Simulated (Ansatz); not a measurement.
## Ansatz (development build ahead of 0.2.0) run

```yaml
crystal:
  periodic: [false, false, false]
  atoms:
    - { symbol: F, position_ang: [0.03703, 0.32757, -1.24862] }
    - { symbol: P, position_ang: [0.02387, -0.67453, 0.03768] }
    - { symbol: F, position_ang: [-0.0062, 0.3716, 1.26633] }
basis:
  gaussian: { orbitals: def2-SVP }
magnetization:
  initial_magnetization: 1
hamiltonian:
  xc: hf
correlation:
  method: ccsd_t
  frozen_orbitals: { F: 1, P: 5 }
scf:
  omitted_lower_state_checks: [starts, atomic_configurations, cluster_reference, orbital_swaps, given_window_search, neighbouring_geometries, increment]
```

The input is written out in the form of the current development build from the run's settings. Correlation on restricted open-shell orbitals is semicanonical, with singles.

Output:

```
Converged          : yes
Reference energy   : -539.35675 hartree
Correlation energy : -0.49416 hartree
Total energy       : -539.85091 hartree
Stability test     : minimum among restricted orbitals
```
